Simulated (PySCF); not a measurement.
**How the method changes the constants of Cl₂**

State: ¹Σg⁺ (singlet), closed shell. Set-up: PySCF, no relativity, basis sets Cl def2-TZVPP. De refers to Cl + Cl in their high-spin ground configurations, without counterpoise correction.

```
      Level  Re (Å)  ωe (cm⁻¹)  De (eV)
        RHF   1.978        613     0.80
    RHF-MP2   1.988        578     2.50
RHF-SCS-MP2   2.000        563     2.36
   RHF-CCSD   2.001        562     2.13
RHF-CCSD(T)   2.009        546     2.30
        PBE   2.008        540     2.84
     revPBE   2.015        533     2.61
       PW91   2.010        538     2.85
     r²SCAN   1.996        555     2.57
      M06-L   1.976        579     2.66
       PBE0   1.982        579     2.58
      B97-3   1.999        567     2.57
      ωB97X   1.977        599     2.48
```

**Question.** Which functional lies closest to RHF-CCSD(T) in De, which farthest, and by how much do they differ from it?

**Answer.** Closest is ωB97X (-3.2 pm in Re, +9.7 % in ωe, +0.18 eV in De against RHF-CCSD(T) in the same basis), farthest PW91 (+0.1 pm in Re, -1.5 % in ωe, +0.55 eV in De). CCSD(T) converges more slowly with the basis than the functionals do and binds too weakly in this one, so the order can change at the basis-set limit.

**Question.** What does a quarter of exact exchange do here, going from PBE to PBE0?

**Answer.** PBE0 less PBE: -2.6 pm in Re, +7.2 % in ωe, -0.26 eV in De. Exact exchange removes part of the self-interaction that spreads semilocal densities, and in most molecules shortens and stiffens the bond and lowers De; so it does here.

**Question.** What does the step from GGA to meta-GGA do here, going from PBE to r²SCAN?

**Answer.** r²SCAN less PBE: -1.2 pm in Re, +2.8 % in ωe, -0.27 eV in De. 

Measured (Huber and Herzberg, Constants of Diatomic Molecules (1979)): Re = 1.9879 Å, ωe = 559.72 cm⁻¹.

Correlated steps freeze 10 core orbitals. Where the molecule has an RHF reference, its open-shell atoms are computed with UHF.
